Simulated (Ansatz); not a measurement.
Relaxation of AlH$_{5}$NS (8 atoms, charge 1, multiplicity 1), to a largest force component of 0.02 eV/Å in at most 50 steps.

Theory: Ansatz 0.2.0, RKS PBE-D4/def2-SVP.

```xyz
8
Properties=species:S:1:pos:R:3
N -0.620 1.049 -0.326
Al 0.693 -0.465 -0.133
S 0.006 -1.731 1.460
H -1.365 0.858 -1.010
H -0.167 1.917 -0.649
H -1.106 1.284 0.551
H 1.720 -0.153 -1.191
H 0.838 -2.760 1.298
```

**Question.** Where does it end, and by what steps?

**Answer.** The forces met the threshold. The force dipped under the threshold on the way, but the program's further checks kept it going. Limits of this set-up: the dipole of an ion depends on the origin. After 12 steps the energy has fallen by 0.101 eV; H5 moved furthest, 0.34 Å.

```
step  energy less start (eV)  largest force component (eV/Å)  accepted
   0                  0.0000                           0.857       yes
   1                 -0.0856                           0.379       yes
   2                 -0.0952                           0.176       yes
   3                 -0.0985                           0.095       yes
   4                 -0.0996                           0.038       yes
   5                 -0.1003                           0.007       yes
   6                 -0.0989                           0.205        no
   7                 -0.1006                           0.018       yes
   8                 -0.0994                           0.200        no
   9                 -0.1009                           0.013       yes
  10                 -0.1011                           0.056       yes
  11                 -0.1012                           0.028       yes
  12                 -0.1013                           0.001       yes
```

```xyz
8
Properties=species:S:1:pos:R:3
N -0.641 1.062 -0.304
Al 0.626 -0.499 -0.190
S 0.009 -1.663 1.510
H -1.207 1.053 -1.173
H -0.150 1.976 -0.314
H -1.320 1.109 0.478
H 1.690 -0.442 -1.345
H 0.992 -2.597 1.338
```

Whether the end is a true minimum wasn't checked by a vibrational analysis.

Time of the run: 22 s on 1 thread of Arm Neoverse V2, with other jobs on the host, peak memory 0.14 GiB.
